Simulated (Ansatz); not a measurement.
## GaHS₂, singlet: vertical spin and charge gaps

Geometry (PBE0/def2-TZVP stationary point for this spin, not checked as a minimum):

```yaml
atoms:
  - { symbol: Ga, position_ang: [0.0000, 0.0000, 0.8758] }
  - { symbol: S, position_ang: [0.0000, -1.1037, -0.9900] }
  - { symbol: S, position_ang: [0.0000, 1.1037, -0.9900] }
  - { symbol: H, position_ang: [0.0000, 0.0000, 2.4056] }
```

Basis cc-pVDZ; Ansatz 0.2.0. Correlated methods freeze the noble-gas cores and the filled d shells of p-block atoms. R marks a restricted (for open shells ROHF) determinant, U an unrestricted one. No spin–orbit coupling is included, and no scalar relativity.

Gaps are energies of the second state less the first, at fixed atoms, for a selection of the levels run; each method lands on the state that its own search finds for that charge and spin.

Removing an electron, to the doublet: 7.970 eV at UCCSDT(Q).

```
   level  gap (eV)  error (meV)
     UHF     7.706         -264
    UMP2     8.017           47
   UCCSD     8.027           57
UCCSD(T)     7.981           11
 BCCD(T)     7.981           11
  UCCSDT     7.979            9
     PBE     8.158          188
  r2SCAN     8.298          328
    PBE0     8.324          354
   B3LYP     8.258          288
 r2SCANh     8.337          367
 wB97M-V     8.383          413
  B2PLYP     8.118          148
 RPA-PBE     8.025           55
```

In so small a basis the reference is far from its limit while semilocal and hybrid functionals are nearer theirs (RPA and double hybrids share part of the reference's basis error), so the functionals' errors here hold much of the reference's basis and frozen-core error, which can add to them or hide them.

Full CI isn't at hand for all of this; UCCSDT(Q) serves as the reference, and is uncertain by the last step of the cluster series or more. The frozen core follows each run's orbitals, which can shift R against U totals by a few meV for light atoms and by up to 0.1 eV past Ca.
